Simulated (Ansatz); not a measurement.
Results of r²SCAN (Ansatz, a quantum-chemistry and plane-wave program, plane waves, PAW) for 2H MoTe2.

Numerical settings: plane-wave cutoff 600 eV, 12×12×4 k mesh (along the axes of the cell as run), finite displacements, no spin polarisation, scalar-relativistic PAW data made under PBE.

The cell has the measured lattice parameters. Conventional cell: a = 3.5180 Å, b = 3.5180 Å, c = 13.9740 Å, α = 90.00°, β = 90.00°, γ = 120.00°.

Harmonic phonon frequencies (cm⁻¹; i marks an imaginary mode; at Γ without the LO shift):

```
q point                                                     frequencies
-------  --------------------------------------------------------------
Γ        0 0 0 27 27 43 120 120 122 122 175 181 240 240 240 240 291 296
```

Note: the cell isn't this level's own, so it is under some stress, which shifts stiffness and frequencies.
